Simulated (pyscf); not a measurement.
HN=Si(NH₂)–Cl (SMILES N=[Si](N)Cl) + H₂ (SMILES [H][H]) → HN=SiH–Cl (SMILES N=[SiH]Cl) + NH₃ (SMILES N) (four-centre exchange; singlet surface; N–Si, H–H broken, H–Si, H–N formed). Optimised with ωB97X-D3(BJ)/def2-SVP in PySCF. Energies in kcal/mol from the separated reactants.

```csv
level,barrier,reaction energy
ωB97X-D3(BJ)/def2-TZVP,32.1,+13.9
PBE/def2-TZVP,25.5,+9.8
r²SCAN/def2-TZVP,?,+13.0
B3LYP-D3(BJ)/def2-TZVP,31.5,+12.1
M06-2X/def2-TZVP,?,?
ωB97M-D3(BJ)/def2-TZVP,31.3,+12.6
```

Q: Fill in the missing entries.

A: 
- r²SCAN/def2-TZVP, barrier: 27.6
- M06-2X/def2-TZVP, barrier: 32.7
- M06-2X/def2-TZVP, reaction energy: +15.3

The functionals in the table span 7.1 kcal/mol in this barrier, from PBE to M06-2X. On the product side the descent ends in an adduct with a N–Si contact, 27.2 kcal/mol under the separated species and 45.4 kcal/mol under the saddle at ωB97X-D3(BJ)/def2-TZVP. What is counted as broken (N–Si) persists as a longer contact in the product adduct; parting that adduct is a step of its own. At the saddle there is also a short H–Si contact that neither side keeps. HN=SiH–Cl lies 26.4 kcal/mol over its isomer H₂N–Si:–Cl [singlet] (electronic energy, ωB97M-D3(BJ)/def2-TZVP). This is the saddle that the search found; another between the same sides may lie lower.
